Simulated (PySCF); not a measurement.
Species: C2H7O2P.
Cartesian coordinates in Å at the PBE0-D3(BJ)/def2-TZVP level; atoms count from 1:
```xyz
12
C2H7O2P angstrom
C      1.381    0.207   -0.656
P      0.052    0.164    0.550
C     -1.180   -0.973   -0.095
O      0.471   -0.104    1.935
O     -0.642    1.609    0.362
H      1.010    0.497   -1.641
H      2.125    0.932   -0.323
H      1.848   -0.777   -0.715
H     -2.043   -0.959    0.572
H     -1.498   -0.682   -1.098
H     -0.767   -1.982   -0.118
H     -0.719    2.037    1.221
```

The closed-shell ground state was solved at several levels (PySCF, density fitting, gas phase, non-relativistic). One conformer (not necessarily the lowest) at the PBE0-D3(BJ)/def2-TZVP geometry, without solvent, vibrations or thermal averaging.

```tsv
level	basis functions	total energy (Eh)	HOMO (eV)	LUMO (eV)	gap (eV)	dipole (D)
PBE0/pcSseg-2	285	-572.0428	-7.91	0.27	8.18	2.95
wB97X-D/pcSseg-2	285	-572.3554	-9.81	1.97	11.78	2.99
B97-2/pcSseg-2	285	-572.3667	-7.61	0.31	7.92	2.94
```

Task: Estimate the row for KT3/pcSseg-2, a basis of 285 functions; the other rows only guide the guess.

Result: Total energy -578.2385 Eh, HOMO -6.51 eV, LUMO -0.65 eV, gap 5.86 eV, dipole 2.78 D.

Task: Over all these levels, which gives the widest orbital gap and which the narrowest?

Result: wB97X-D/pcSseg-2 (range-separated hybrid) has the widest, 11.78 eV, and KT3/pcSseg-2 (GGA) the narrowest, 5.86 eV. From the narrowest to the widest the HOMO moves by -3.30 eV and the LUMO by +2.62 eV.

Task: In the pcSseg-2 basis, how does the gap go with the fixed share of exact exchange?

Result: KT3 (0 %) 5.86 eV; B97-2 (21 %) 7.92 eV; PBE0 (25 %) 8.18 eV. Each rise in the share widens the gap here.

Task: How far do the dipole and the HOMO energy spread over the levels?

Result: The dipole runs from 2.78 to 2.99 D (mean 2.91 D) and the HOMO from -9.81 to -6.51 eV.

The pairwise dispersion term of wB97X-D wasn't added to the energies; at a given geometry it leaves orbitals and properties as they are.
